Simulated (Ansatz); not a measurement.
Basis-set extrapolation for C$_{3}$H$_{3}$FS (`FCC1=CS1`) (PBE0-D4/def2-TZVP geometry, frozen core, Ansatz). Multiplicity 1, RHF reference.

```json
{"": "HF", "def2-TZVPP": "-612.306498", "def2-QZVPP": "-612.327335"}
{"": "MP2 correlation", "def2-TZVPP": "-0.895378", "def2-QZVPP": "-0.965755"}
{"": "CCSD(T) correlation", "def2-TZVPP": "-0.965063", "def2-QZVPP": "not run"}
```

Energies in hartree. Use E(X) = E(∞) + A·exp(−7.88·√X) for Hartree–Fock and E(X) = E(∞) + B·X^(−2.97) for correlation, with X = 3 and 4, and add CCSD(T) minus MP2 of the smaller set to the MP2 limit.

Question: What is the CCSD(T) energy at the basis-set limit?

Answer: HF limit: -612.327335 + (-0.020837) × 0.13774 = -612.33021. MP2 limit: -0.965755 + (-0.070377) × 0.74074 = -1.01789. Higher-order term: -0.965063 − (-0.895378) = -0.06968. Total: -613.41778 hartree, 3.98 eV below CCSD(T)/def2-TZVPP.
